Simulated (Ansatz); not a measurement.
Density of states of Ge (P6_3/mmc, a = 3.996 Å, b = 3.996 Å, c = 6.603 Å, α = 90.00°, β = 90.00°, γ = 120.00°), in states per eV and primitive cell, averaged over bins of 0.4 eV. The calculation used Ansatz, DFT r2SCAN, scalar-relativistic, plane waves, PAW.

Cutoff 500 eV; k points 12×12×6 on the computed 4-atom cell (Γ-centred); Gaussian smearing, width 0.01 eV; no spin polarisation.

The cell is relaxed at this level. The states (both spins) are summed by tetrahedra on a 18×18×9 mesh at the self-consistent density. Energies are bin centres; the table starts no lower than −8 eV and ends at 6 eV, or lower where the solved bands end.

The gap is 0.10 eV at this level, with the zero inside it.

```csv
E − E_F (eV),total,Ge 4p,Ge 4s
-7.85,1.30,0.63,0.66
-7.45,1.14,0.54,0.59
-7.05,0.99,0.47,0.51
-6.65,0.71,0.34,0.37
-6.25,0.57,0.28,0.29
-5.85,0.47,0.23,0.24
-5.45,0.35,0.18,0.17
-5.05,1.02,0.86,0.16
-4.65,1.62,1.43,0.17
-4.25,1.62,1.45,0.15
-3.85,1.95,1.79,0.14
-3.45,2.32,2.17,0.13
-3.05,2.54,2.41,0.12
-2.65,2.86,2.74,0.11
-2.25,3.15,3.06,0.07
-1.85,1.96,1.90,0.04
-1.45,1.13,1.10,0.02
-1.05,0.67,0.65,0.01
-0.65,0.36,0.35,0.00
-0.25,0.11,0.11,0.00
0.15,0.01,0.00,0.00
0.55,0.60,0.32,0.24
0.95,1.51,0.86,0.55
1.35,2.14,1.25,0.76
1.75,2.20,1.32,0.71
2.15,2.11,1.35,0.59
2.55,1.77,1.23,0.36
2.95,2.56,1.90,0.36
3.35,2.95,2.20,0.36
3.75,2.70,2.07,0.27
4.15,2.30,1.69,0.25
4.55,2.54,1.83,0.27
4.95,2.37,1.69,0.26
5.35,1.73,1.23,0.17
5.75,2.12,1.43,0.21
```

The columns after the total are the Löwdin projections on the occupied valence shells of the potentials. The rest of the total lies in shells that are empty in the free atom, which aren't projected, and between the atoms.

This form isn't the element's structure at ambient conditions.